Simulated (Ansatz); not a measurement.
`C/C(=C/F)CO`, charge 0, multiplicity 1.

Task: Give a relaxed structure at PBE0-D4/def2-TZVP (Ansatz 0.2.0). (An estimate is asked.)

Result: Computed: 
Z-matrix (Å, degrees):
```
C
C 1 1.493
H 1 1.095 2 110.6
H 1 1.093 2 110.4 3 -118.2
H 1 1.091 2 111.9 3 120.7
C 2 1.324 1 120.4 3 -117.8
C 2 1.499 1 117.5 3 63.2
F 6 1.343 2 122.8 1 -179.7
H 6 1.084 2 125.2 1 0.6
O 7 1.417 2 112.1 1 60.9
H 7 1.094 2 109.5 1 -55.6
H 7 1.094 2 110.6 1 -174.2
H 10 0.961 7 107.7 2 64.3
```
This is one stationary point; other conformers may exist.
